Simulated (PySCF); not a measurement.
C5H6.
InChI=1S/C5H6/c1-3-5-4-2/h1,4-5H,2H3/b5-4+

The closed-shell ground state was solved at several levels (PySCF, density fitting, gas phase, non-relativistic). Geometry: PBE0-D3(BJ)/def2-TZVP; no solvent, vibrations or thermal averaging.

```tsv
level	basis functions	HOMO (eV)	LUMO (eV)	gap (eV)	dipole (D)
PBE0/pcSseg-2	264	-6.83	-0.72	6.11	1.17
CAM-B3LYP/aug-cc-pVTZ	368	-8.07	0.27	8.34	1.16
PBE0/aug-cc-pVTZ	368	-6.83	-0.75	6.08	1.18
```

(1) What might wB97X-D/aug-cc-pVTZ (368 basis functions) give for the same quantities?

(2) Over all these levels, which gives the widest orbital gap and which the narrowest?

(3) How far do the dipole and the HOMO energy spread over the levels?

## Answers

(1) HOMO -8.58 eV, LUMO 0.85 eV, gap 9.43 eV, dipole 1.16 D.

(2) wB97X-D/aug-cc-pVTZ (range-separated hybrid) has the widest, 9.43 eV, and PBE0/aug-cc-pVTZ (global hybrid, 25 % exact exchange) the narrowest, 6.08 eV. The two share the basis. From the narrowest to the widest the HOMO moves by -1.75 eV and the LUMO by +1.60 eV.

(3) The dipole runs from 1.16 to 1.18 D (mean 1.17 D) and the HOMO from -8.58 to -6.83 eV.
